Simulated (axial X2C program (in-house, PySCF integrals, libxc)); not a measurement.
## AlO along the bond: PBE0, 2c

Calculated with an in-house relativistic program for diatomic molecules. Two-component (2c) means X2C with spin–orbit coupling and atomic mean-field two-electron Coulomb and Gaunt terms. Basis: Al dyall-v3z [8s8p2d1f], O dyall-av3z [7s6p3d2f] (cores contracted in-house); Gaussian nuclei, density fitting, unrestricted open shells. Masses: Al 26.982 u, O 15.995 u.

State: Ω = 1/2 (⟨Sz⟩ = 0.50, ⟨Lz⟩ = 0.00 at PBE0). Dipoles are positive if O is the positive end.

Results along the bond:

```json
{"R (Å)": "1.420", "μ (D)": "-4.062", "HOMO (eV)": "-7.57", "LUMO (eV)": "-4.15"}
{"R (Å)": "1.485", "μ (D)": "-4.191", "HOMO (eV)": "-7.67", "LUMO (eV)": "-4.23"}
{"R (Å)": "1.534", "μ (D)": "-4.259", "HOMO (eV)": "-7.74", "LUMO (eV)": "-4.29"}
{"R (Å)": "1.583", "μ (D)": "-4.305", "HOMO (eV)": "-7.80", "LUMO (eV)": "-4.32"}
{"R (Å)": "1.632", "μ (D)": "-4.329", "HOMO (eV)": "-7.85", "LUMO (eV)": "-4.35"}
{"R (Å)": "1.689", "μ (D)": "-4.337", "HOMO (eV)": "-7.79", "LUMO (eV)": "-4.35"}
{"R (Å)": "1.746", "μ (D)": "-4.334", "HOMO (eV)": "-7.69", "LUMO (eV)": "-4.33"}
{"R (Å)": "1.820", "μ (D)": "-4.341", "HOMO (eV)": "-7.57", "LUMO (eV)": "-4.28"}
{"R (Å)": "1.909", "μ (D)": "-4.404", "HOMO (eV)": "-7.41", "LUMO (eV)": "-4.16"}
{"R (Å)": "2.040", "μ (D)": "-4.648", "HOMO (eV)": "-7.14", "LUMO (eV)": "-3.94"}
```

The state is a single determinant with fixed occupations, the lowest that a limited PBE0 search found. Density functionals use the spin component along the axis (collinear).
